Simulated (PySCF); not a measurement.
## Working out the ionisation energy of N

N [He] 2s2 2p3 (4S) → N+ [He] 2s2 2p2 (3P). Computed with PySCF 2.14 in aug-cc-pVDZ-DK (4s3p2d, 23 functions), with the spin-free X2C one-electron Hamiltonian (Gaussian nucleus). Frozen: 1s2. Energies in hartree (1 hartree = 27.21139 eV):

| part | N (lower) | N+ (upper) |
| --- | --- | --- |
| UHF | -54.422331 | -53.910695 |
| CCSD correlation | -0.092551 | -0.077220 |
| (T) | -0.001274 | -0.000870 |

Question: What does Hartree-Fock give?

Answer: (-53.910695) − (-54.422331) = 0.511636 hartree = 13.922 eV.

Question: What do CCSD and CCSD(T) give?

Answer: The CCSD correlation energies differ by 0.015331 hartree = 0.417 eV and the triples by 0.000404 hartree = 0.011 eV, so CCSD gives 14.339 eV and CCSD(T) 14.350 eV.

Measured between the centres of the two terms (NIST): 14.545 eV, so CCSD(T) (valence) is off by -0.195 eV.

A double-zeta basis recovers only part of the correlation energy.

What remains against the reference includes basis incompleteness, the frozen core and higher excitations.
